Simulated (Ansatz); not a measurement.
Two isomers of C3H6O: A = `OC1CC1`, B = `C=COC`.

Computed with Ansatz on PBE0-D4/def2-TZVP structures; ΔE is electronic, products minus reactants. CCSD(T)/CBS is the MP2 limit (def2-TZVPP, def2-QZVPP) plus CCSD(T) − MP2 in def2-TZVPP, frozen cores. DFT in def2-TZVPP. B3LYP here is the variant with VWN-RPA as its local correlation; programs differ in this. One conformer a species, not always the lowest.

Problem. Which is lower in electronic energy at CCSD(T)/CBS, and by how much? (An estimate is asked.)

Solution. The calculation gave: B, by 1.1 kcal/mol.

Problem. Give E(B) − E(A) in kcal/mol with CCSD(T)/def2-TZVPP, HF/def2-TZVPP, LDA (SPW92), PBE0-D4, B3LYP-D4, CCSD/def2-TZVPP, PBE-D4. (Estimate.)

Solution. Ansatz gave: CCSD(T)/def2-TZVPP -1.3, HF/def2-TZVPP -4.0, LDA (SPW92) 2.1, PBE0-D4 1.8, B3LYP-D4 -4.3, CCSD/def2-TZVPP -0.7, PBE-D4 -0.7. The order is the other way round with LDA (SPW92), PBE0-D4.

Problem. Does the order hold for the free energy at 298.15 K (harmonic terms from PBE0-D4)? (Estimate.)

Solution. Computed: Yes: G(B) − G(A) = -1.9 kcal/mol, for one conformer each.

Largest T1 diagnostic: 0.012.

From BLYP to BHLYP (50 % exact exchange), in def2-TZVPP and without D4, E(B) − E(A) moves by +4.2 kcal/mol. In def2-TZVPP, CCSD(T) changes the Hartree–Fock value by +2.7 kcal/mol (the triples alone add −0.6 kcal/mol) and MP2 by +5.4 kcal/mol.
